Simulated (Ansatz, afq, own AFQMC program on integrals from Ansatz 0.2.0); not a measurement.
**AFQMC, coupled cluster and functionals along a coordinate of GeNH2, doublet**

```xyz
4

Ge    0.0000   -0.0506    0.2877
N     0.0000    0.1992   -1.4068
H     0.0000    1.3856    0.9486
H     0.0000   -0.5080   -2.1327
```

The Ge1–N2 distance is changed with both sides rigid. Energies in kcal/mol count from this geometry (1.713 Å) at the same level; the start stands on UHF, each point on the determinant named.

Basis cc-pVDZ. Only valence electrons are correlated. Ansatz 0.2.0 and our own AFQMC program on the same integrals; the CISD trial comes from CCSD amplitudes, and released means the phaseless constraint is let go. ± is one standard error of the sampling. No spin–orbit coupling.

Cautions, each for one point or more: CCSDT(Q) on the ROHF determinant differs, perhaps since the unrestricted series falls towards higher spin; an unrestricted solution with more broken spin lies lower; higher spins were not checked; inner d shell frozen; no relativity below Rb; no spin-orbit coupling; strong correlation; unrestricted determinant slightly spin contaminated; unrestricted determinant spin contaminated; walk and cluster series may follow different spin states.

| r(Ge1–N2) / Å | det. | T1 | weight | ⟨S²⟩ | CCSD(T) | ph-AFQMC/CISD | CCSD | PBE |
| --- | --- | --- | --- | --- | --- | --- | --- | --- |
| 1.547 | UHF | 0.039 | 0.85 | 0.81 | 18.9 | 20.2 ± 0.8 | 18.6 | 18.0 |
| 1.851 | UHF | 0.069 | 0.78 | 0.84 | 2.9 | 3.3 ± 0.9 | 3.2 | 3.5 |
| 2.335 | UHF¶ | 0.087 | 0.73 | 1.75 | 44.9 | 43.3 ± 0.9 | 43.9 | 45.6§ |
| 3.183 | UHF¶ | 0.015 | 0.89 | 1.78 | 67.1 | 67.5 ± 0.7 | 62.3 | 82.7§ |

Weight is that of the determinant in the CISD state; at the start T1 is 0.069 and the weight 0.78, and ⟨S²⟩ is 0.83. ¶ marks points with a poor determinant and no full CI, where no value is sure; they don't count among the departures. § marks a functional whose ⟨S²⟩ is too high by over 0.1. Largest departures from phaseless AFQMC with a CISD trial: CCSD(T) -1.3 kcal/mol at 1.547 (on UHF) (within the noise), CCSD -1.6 kcal/mol at 1.547 (on UHF), PBE -2.2 kcal/mol at 1.547. The walk's constraint bias lies outside its error bars, so these are departures and not errors. Functionals count only at points shown to share the start's state and spin. In this small basis the wave-function levels are far from their limit, so their gap to the functionals isn't the functionals' error.

Some points may be missing: those where a free walk finds a much lower state, and past Zn most of those on another determinant than at the start.

A walk keeps the symmetry of its determinant, which the program's search chose and which needn't be the lowest solution, so a lower state of the same spin and another symmetry isn't excluded.
